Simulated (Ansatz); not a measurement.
Total energies of F2S2, SMILES `FSSF`.

```json
{"atom": "F1", "x (Å)": "-0.574", "y (Å)": "1.733", "z (Å)": "-0.527"}
{"atom": "S2", "x (Å)": "0.600", "y (Å)": "0.889", "z (Å)": "0.230"}
{"atom": "S3", "x (Å)": "0.508", "y (Å)": "-0.912", "z (Å)": "-0.336"}
{"atom": "F4", "x (Å)": "-0.534", "y (Å)": "-1.710", "z (Å)": "0.633"}
```

Charge 0, multiplicity 1. All single points use the PBE0-D4/def2-TZVP geometry. It is one conformer, not always the lowest. Basis def2-TZVPP, Ansatz.

RPA on PBE orbitals: Hartree–Fock energy of these orbitals -993.92675 Eh, correlation -1.32712 Eh (frozen core).

```tsv
functional	energy without D4 (Eh)	D4 term (kJ/mol)
PBE	-995.65324	-8.8
revPBE	-995.96055	-26.7
BLYP	-996.16317	-19.9
B3LYP	-996.19343	-14.5
r2SCANh	-996.01158	-2.1
r2SCAN0	-995.98335	-2.3
HSE06 (plane-wave form)	-995.67452	-6.9
BHLYP	-996.07163	-11.5
CAM-B3LYP	-996.13737	-7.5
PBE-QIDH	-995.48997	–
```

Give the same for LDA (SPW92), r2SCAN, B97M-V, PBE0, LC-ωPBE, ωB97X-V, ωB97M-V, B2PLYP. (An estimate is asked.)

The calculation gave: 
| functional | energy without D4 (Eh) | D4 term (kJ/mol) |
| --- | --- | --- |
| LDA (SPW92) | -992.18893 | – |
| r2SCAN | -996.03154 | -1.9 |
| B97M-V | -995.88259 | – |
| PBE0 | -995.69634 | -7.4 |
| LC-ωPBE | -995.81713 | – |
| ωB97X-V | -995.96550 | – |
| ωB97M-V | -996.07629 | – |
| B2PLYP | -995.80286 | – |

B3LYP takes the VWN-RPA correlation (the form of Gaussian; ORCA's B3LYP/G). HSE06 is the plane-wave form, built on full-range PBE exchange. The double hybrids freeze the cores in their second-order part.

LC-ωPBE has ω = 0.4 bohr⁻¹.
